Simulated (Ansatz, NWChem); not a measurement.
**How basis sets differ on PH3 (phosphine)**

PH3: 4 atoms, total charge 0, spin state singlet. As SMILES, `P`. The coordinates come from a PBE0-D4/def2-TZVP relaxation.

Quantity: the electronic atomisation energy, in eV. The values are calculated. Electronic energies at fixed atoms, without zero-point motion or spin-orbit coupling.

```tsv
level	kind	program	value (eV)	CPU time (all runs)
SVWN5/def2-SVP	LDA	NWChem	11.56	2.4 s
SVWN5/def2-TZVPD	LDA	NWChem	11.69	5.2 s
SVWN5/3-21G	LDA	Ansatz	10.81	0.77 s
SVWN5/6-31G	LDA	Ansatz	10.62	0.87 s
SVWN5/def2-SVPD	LDA	NWChem	11.65	2.8 s
SVWN5/def2-TZVP	LDA	NWChem	11.68	4.2 s
SVWN5/aug-cc-pVTZ	LDA	NWChem	11.64	34 s
SVWN5/def2-QZVPD	LDA	NWChem	11.70	46 s
```

The values span 10.62 to 11.70 eV. Without the sets that lack polarisation functions the rows with a basis span only 11.56 to 11.70 eV. CPU times are rough (shared hosts, several kinds of processor): they show what a rung costs within a factor of a few.
